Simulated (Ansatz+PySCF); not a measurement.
**singlet N₂: levels of theory in one basis**

```json
{"atom": "N", "x (Å)": "0.0000", "y (Å)": "0.0000", "z (Å)": "-1.3173"}
{"atom": "N", "x (Å)": "0.0000", "y (Å)": "0.0000", "z (Å)": "1.3173"}
```

Basis set: STO-3G (spherical functions). Correlated methods keep 2 orbitals frozen. Charge 0, multiplicity 1.

Computed with Ansatz (development build ahead of 0.2.0); each method stands on the lowest determinant of its kind that the runs found.

```tsv
method	E − E(RHF) (eV)	<S²> of the determinant
RHF	0.00	0.00
UHF	-14.42	2.98
RHF-MP2	-4.32	–
UHF-MP2	-14.42	2.98
UHF-CCSD(T)	-14.45	2.98
full CI (lowest root of this spin)	-14.46	–
```

At such a shape the full CI root can have another spatial symmetry than the determinants, so the rows needn't describe one state.

Task: Is a single determinant a sound starting point here?

Result: It is doubtful. Unrestricted orbitals lower Hartree–Fock by 14.42 eV and <S²> is 2.98 where a pure state has 0.00, a sign of strong static correlation.

Caution for RHF, RHF-MP2: an unrestricted determinant lies well below. Caution for RHF, UHF, RHF-MP2, UHF-MP2, UHF-CCSD(T): the determinant may break the point group. Caution for UHF, UHF-MP2, UHF-CCSD(T): the unrestricted determinant is a mixture of spin states. Caution for RHF-MP2, UHF-MP2, UHF-CCSD(T): bonds are stretched, where a single reference can fail. Caution for RHF-MP2, UHF-MP2: another reference gives a lower total.
